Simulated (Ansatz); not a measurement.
**C₄H₈Cl₂: vertical ionisation energy**

Aim: the vertical ionisation energy of C₄H₈Cl₂, as cation minus neutral at the neutral's geometry, on several levels, and how well −ε(HOMO) stands in for it.

Program: Ansatz 0.2.0, Gaussian basis. Level of theory: unrestricted cation, the program's frozen cores in correlated methods. These are calculated values, not measurements.

Levels to be run: UKS PBE-D4/def2-TZVPP; UKS r2SCAN-D4/def2-TZVPP; UKS PBE0-D4/def2-TZVPP; UKS B3LYP-D4/def2-TZVPP; UKS wB97X-V/def2-TZVPP; UKS wB97M-V/def2-TZVPP; UKS B2PLYP/def2-TZVPP; UHF-CCSD(T)/def2-TZVPP; UHF-MP2/def2-QZVPP; extrapolation to the limit; then −ε(HOMO) from the neutral's earlier runs with LDA (SPW92), PBE-D4, revPBE-D4, BLYP-D4, r2SCAN-D4, B97M-V, PBE0-D4, B3LYP-D4, r2SCANh-D4, r2SCAN0-D4, HSE06-D4, BHLYP-D4, CAM-B3LYP-D4, LC-ωPBE, ωB97X-V, ωB97M-V.

### 1 Structure used throughout

The geometry comes from an earlier relaxation with PBE0-D4 in a triple-zeta def2 set; it is a stationary point, not always the lowest conformer.

14 atoms, charge 0, spin multiplicity 1.

Atoms are counted from 1 here; the program's logs count them from 0.

Bond lengths: Cl1–C2 1.790 Å, C2–C3 1.509 Å, C2–H7 1.090 Å, C2–H8 1.089 Å, C3–C4 1.517 Å, C3–H9 1.095 Å, C3–H10 1.096 Å, C4–C5 1.509 Å, C4–H11 1.095 Å, C4–H12 1.096 Å, C5–Cl6 1.790 Å, C5–H13 1.090 Å, C5–H14 1.089 Å. Angles: Cl1–C2–C3 112.3°, Cl1–C2–H7 106.3°, Cl1–C2–H8 106.1°, C3–C2–H7 111.6°, C3–C2–H8 111.4°, H7–C2–H8 108.9°, C2–C3–C4 113.7°, C2–C3–H9 109.3°, C2–C3–H10 107.3°, C4–C3–H9 110.0°, C4–C3–H10 109.4°, H9–C3–H10 106.8°, C3–C4–C5 113.7°, C3–C4–H11 110.0°, C3–C4–H12 109.4°, C5–C4–H11 109.3°, C5–C4–H12 107.3°, H11–C4–H12 106.8° and more.

Coordinates:

| atom | x (Å) | y (Å) | z (Å) |
| --- | --- | --- | --- |
| Cl1 | -0.4176 | -2.5559 | -1.3201 |
| C2 | 0.8561 | -1.6976 | -0.4000 |
| C3 | 0.3011 | -0.5570 | 0.4180 |
| C4 | -0.3012 | 0.5570 | -0.4180 |
| C5 | -0.8560 | 1.6976 | 0.4000 |
| Cl6 | 0.4178 | 2.5559 | 1.3199 |
| H7 | 1.5818 | -1.3490 | -1.1355 |
| H8 | 1.3284 | -2.4472 | 0.2328 |
| H9 | -0.4446 | -0.9445 | 1.1200 |
| H10 | 1.1242 | -0.1568 | 1.0202 |
| H11 | 0.4445 | 0.9444 | -1.1201 |
| H12 | -1.1243 | 0.1567 | -1.0201 |
| H13 | -1.5817 | 1.3491 | 1.1356 |
| H14 | -1.3285 | 2.4472 | -0.2328 |

### 2 Cation, UKS PBE-D4/def2-TZVPP

The input, in.yaml:

```yaml
crystal:
  periodic: [false, false, false]
  atoms:
    - {symbol: Cl, position_ang: [-0.417640, -2.555868, -1.320125]}
    - {symbol: C, position_ang: [0.856051, -1.697558, -0.400015]}
    - {symbol: C, position_ang: [0.301081, -0.557010, 0.418049]}
    - {symbol: C, position_ang: [-0.301161, 0.556975, -0.418040]}
    - {symbol: C, position_ang: [-0.856006, 1.697581, 0.400027]}
    - {symbol: Cl, position_ang: [0.417814, 2.555897, 1.319949]}
    - {symbol: H, position_ang: [1.581825, -1.349019, -1.135508]}
    - {symbol: H, position_ang: [1.328446, -2.447153, 0.232815]}
    - {symbol: H, position_ang: [-0.444585, -0.944519, 1.120041]}
    - {symbol: H, position_ang: [1.124159, -0.156754, 1.020162]}
    - {symbol: H, position_ang: [0.444477, 0.944421, -1.120097]}
    - {symbol: H, position_ang: [-1.124302, 0.156746, -1.020084]}
    - {symbol: H, position_ang: [-1.581708, 1.349101, 1.135620]}
    - {symbol: H, position_ang: [-1.328453, 2.447159, -0.232785]}
basis:
  gaussian: {orbitals: def2-TZVPP}
total_charge: 1
magnetization: {spin_polarized: true, initial_magnetization: 1}
hamiltonian: {xc: pbe, dispersion: d4}
```

Run with:

```bash
ansatz run in.yaml --threads 2 --pin off --events-out ev --progress --plain --max-ram 22528MiB --backend cuda --devices 0, --max-vram 18GiB
```

After this run come: Cation, UKS r2SCAN-D4/def2-TZVPP; Cation, UKS PBE0-D4/def2-TZVPP; Cation, UKS B3LYP-D4/def2-TZVPP; Cation, UKS wB97X-V/def2-TZVPP; Cation, UKS wB97M-V/def2-TZVPP; Cation, UKS B2PLYP (frozen core)/def2-TZVPP; Cation, UHF-CCSD(T)/def2-TZVPP; Cation, UHF-MP2/def2-QZVPP.

Before running them: what should the planned runs give, taken together? Wanted: ionisation energy, CCSD(T)/CBS; nearest functional by difference; nearest −ε(HOMO); −ε(HOMO) of PBE; T1 of the cation.

The runs gave:

| quantity | value |
| --- | --- |
| ionisation energy, CCSD(T)/CBS | 11.20 eV |
| nearest functional by difference | ωB97X-V (-0.20 eV) |
| nearest −ε(HOMO) | LC-ωPBE (+0.02 eV) |
| −ε(HOMO) of PBE | 6.96 eV |
| T1 of the cation | 0.024 |

By cation minus neutral, the functionals miss by 1.56 eV at most. The PBE orbital energy is 4.2 eV too small: a semilocal HOMO is no ionisation energy. Among orbital estimates LC-ωPBE comes nearest. Hartree-Fock falls 1.16 eV short, as the neutral has more correlation energy than the cation.
